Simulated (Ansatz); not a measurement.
## Ansatz (development build ahead of 0.2.0) run

```yaml
crystal:
  periodic: [false, false, false]
  atoms:
    - { symbol: B, position_ang: [0.0, 0.0, 0.0] }
    - { symbol: H, position_ang: [0.72294, 0.72294, 0.72294] }
    - { symbol: H, position_ang: [0.72294, -0.72294, -0.72294] }
    - { symbol: H, position_ang: [-0.72294, 0.72294, -0.72294] }
    - { symbol: H, position_ang: [-0.72294, -0.72294, 0.72294] }
basis:
  gaussian: { orbitals: cc-pVDZ }
total_charge: -1
hamiltonian:
  xc: hf
correlation:
  method: mp2
  frozen_orbitals: { B: 1, H: 0 }
```

The input is written out in the form of the current development build from the run's settings.

Results

- Converged: yes
- Reference energy: -26.97253 hartree
- Correlation energy: -0.13513 hartree
- Total energy: -27.10766 hartree
- Spin squared of the determinant: 0.000

Caution: no diffuse functions for an anion.
